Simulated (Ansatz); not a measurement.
in.yaml

```yaml
crystal:
  periodic: [false, false, false]
  atoms:
    - {symbol: Cu, position_ang: [0.000000, 0.000000, 0.000000]}
    - {symbol: H, position_ang: [0.000000, 0.000000, 1.485034]}
basis:
  gaussian: {orbitals: def2-mTZVP}
magnetization: {spin_polarized: true, initial_magnetization: 0}
correlation: {method: ccsdt_q_b, electrons: outside_noble_gas, diis_vectors: 1}
output: {forces: true}
```

```sh
$ ansatz run in.yaml --threads 1 --pin off --events-out ev --progress --plain --max-ram 2393MiB
```

The program prints:

```
621 factors; integrals over basis functions are off by at most 2.3e-7 eV
mean field evaluation 1: about -44608.2950 eV, gradient 4.5e1 eV
mean field evaluation 2: about -44608.3789 eV, gradient 4.5e1 eV
mean field evaluation 4: about -44612.1060 eV, gradient 2.8e0 eV
mean field evaluation 8: about -44612.1719 eV, gradient 2.5e-1 eV
mean field evaluation 16: about -44612.1729 eV, gradient 3.4e-6 eV
mean field evaluation 32: about -44612.1710 eV, gradient 3.2e-1 eV
mean field evaluation 64: about -44611.6073 eV, gradient 3.3e-1 eV
mean field evaluation 96: about -44611.0085 eV, gradient 4.4e-1 eV
mean field evaluation 128: about -44611.0398 eV, gradient 3.5e-6 eV
mean field evaluation 160: about -44610.9731 eV, gradient 2.8e-4 eV
...
cycle  67  -7.97254062 eV  change   -3.2e-7 eV  update   1.6e-6
cycle  68  -7.97254152 eV  change   -9.0e-7 eV  update   1.3e-6
cycle  69  -7.97254170 eV  change   -1.7e-7 eV  update   1.2e-6
cycle  70  -7.97254234 eV  change   -6.5e-7 eV  update   9.3e-7
cycle  71  -7.97254255 eV  change   -2.1e-7 eV  update   8.4e-7
cycle  72  -7.97254300 eV  change   -4.5e-7 eV  update   7.0e-7
cycle  73  -7.97254312 eV  change   -1.2e-7 eV  update   6.3e-7
cycle  74  -7.97254348 eV  change   -3.6e-7 eV  update   5.0e-7
cycle  75  -7.97254354 eV  change   -6.0e-8 eV  update   4.6e-7
cycle  76  -7.97254379 eV  change   -2.5e-7 eV  update   3.7e-7
perturbative correction 0.03814971 eV, 0.0014019760 hartree
the calculation of the forces begins
Total energy: -44620.10729670 eV, -1639.7586985588 hartree
Atom 0 at     0.000000     0.000000     0.000000 Å, force     0.000000    -0.000000    -0.431261 eV/Å
Atom 1 at     0.000000     0.000000     1.485034 Å, force     0.000000     0.000000     0.431261 eV/Å
Dipole moment:     0.000000     0.000000    -0.612262 e Å
```

Forces (eV/Å):
```
Cu   0.000  0.000 -0.431
H    0.000  0.000  0.431
```

Ran on 1 thread of Intel Xeon, shared host: 6.1 min wall, 1 GiB peak host memory.
